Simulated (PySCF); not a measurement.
**One reaction down a group: C, Si, Ge, Sn**

The same gas-phase reaction for C, Si, Ge, Sn:
- CH4 + HF → CH3F + H2
- SiH4 + HF → SiH3F + H2
- GeH4 + HF → GeH3F + H2
- SnH4 + HF → SnH3F + H2

Method: PySCF energies plus ideal-gas RRHO corrections (1 bar). † marks an energy on the PBE0/def2-TZVP geometry and frequencies. MP2 freezes the core. All species are closed-shell singlets. Sn: scalar-relativistic def2 core potential, no spin-orbit coupling. Ge: all electrons, no relativistic terms. SnH3F: computed as isolated molecules; such fragments, hydroxides, amides, oligomers or adducts are transient or little studied in the gas. MP2 isn't extrapolated to the basis-set limit. The harmonic model lacks anharmonicity and excited electronic states, which grow with temperature; levels with a mode under 35 cm⁻¹ are left out.

ΔH°(298 K) in kJ, by level:

```csv
level,C,Si,Ge,Sn
ωB97M-V/def2-TZVP†,99.5,-119.7,-48.4,-46.7
PBE0/def2-QZVP†,109.5,-104.7,-34.9,-35.8
ωB97X-V/def2-TZVP†,95.2,-119.1,-51.5,-51.0
r2SCAN/def2-TZVP†,97.2,-123.8,-52.9,-54.9
MP2/def2-SVP†,107.5,-103.8,-45.4,-41.0
LDA/def2-TZVP†,99.2,-108.8,-35.8,-33.3
```

At ωB97M-V/def2-TZVP†, ΔH° is not monotonic: it is lowest for Si and highest for C, over a range of 219.2 kJ; the steps are -219.2, +71.3, +1.7 kJ. 4 of the 6 levels shown give the same order; PBE0/def2-QZVP†, r2SCAN/def2-TZVP† order the members differently. The levels scatter most for Sn (21.6 kJ between the highest and the lowest) and least for C (14.3 kJ). ΔS°(298 K) runs from -9.5 to -6.8 J/K, so TΔS° at 298 K spreads over 0.8 kJ among the members, against 219.2 kJ for ΔH°.

Free energies at ωB97M-V/def2-TZVP†:

```csv
member,"ΔS°(298 K), J/K","ΔG°(298 K), kJ","ΔG°(1800 K), kJ",ΔG° changes sign
C,-6.8,102,104,none from 298 to 2500 K
Si,-9.5,-117,-111,none from 298 to 2500 K
Ge,-8.5,-46,-44,none from 298 to 2500 K
Sn,-7.1,-45,-45,none from 298 to 2500 K
```

The NASA 1993 table, where it holds all species, gives ΔH°(298 K) = 109 kJ for C, -138 kJ for Si; its entries are part measured, part old estimates, and weren't checked at source. After a fit of one offset per element over all species, the range-separated, M06-2X, PBE0/def2-QZVP and CCSD(T)/def2-TZVPP enthalpies, where run, lie to one side of the table for SiH3F (+16 kJ/mol): a fault of the table's entry, another state or a shared error of the levels is possible; this was not checked at source.
